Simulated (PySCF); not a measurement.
# Bonding in `CC(Cl)Cl`

Compound: C2H4Cl2.
SMILES with atom numbers: `[CH3:1][CH:2]([Cl:3])[Cl:4]` (hydrogens: H5, H6, H7 on C1; H8 on C2)

Structure used (PBE0-D3(BJ)/def2-TZVP), in Å, numbered top down from 1:
```xyz
8
C2H4Cl2 angstrom
C     -0.8194    0.0083    0.0131
C      0.6815    0.0027    0.1072
Cl     1.3760    1.3718   -0.7882
Cl     1.3469   -1.5315   -0.4938
H     -1.2079    0.9453    0.4156
H     -1.2253   -0.8253    0.5884
H     -1.1343   -0.0900   -1.0259
H      1.0349    0.1032    1.1302
```

Bond orders from the PBE0/pcSseg-2 density (PySCF). Isolated species at its PBE0-D3(BJ)/def2-TZVP geometry, gas phase.

Q: How far do the computed orders between heavy atoms stray from the drawn ones?

A: The largest departure is 0.039, at C1–C2 (drawn single, 0.961).

Q: Give the Mayer order of every bond, beside its length.

A: 
| bond | drawn as | length (Å) | Mayer order |
| --- | --- | --- | --- |
| C1–C2 | single | 1.504 | 0.961 |
| C2–Cl3 | single | 1.777 | 1.016 |
| C2–Cl4 | single | 1.777 | 1.016 |
| C1–H5 | single | 1.091 | 0.988 |
| C1–H6 | single | 1.091 | 0.988 |
| C1–H7 | single | 1.090 | 0.999 |
| C2–H8 | single | 1.087 | 0.987 |

Q: Sum the orders of all bonds at each heavy atom with more than one neighbour and set the sums beside the valence in the SMILES.

A: C1 3.936 (drawn 4), C2 3.980 (drawn 4). Orders between atoms that aren't bonded are not in these sums.

The Mayer order sums products of elements of PS (density times overlap matrix) between the two atoms' basis functions, so it depends on the basis set.

These values come from a run that also computed NMR shieldings. Time: 17 s wall; peak memory 1.1 GiB. Hardware: an Arm Neoverse V1 with one thread, shared host with 32 logical CPUs at a one-minute load of 22.
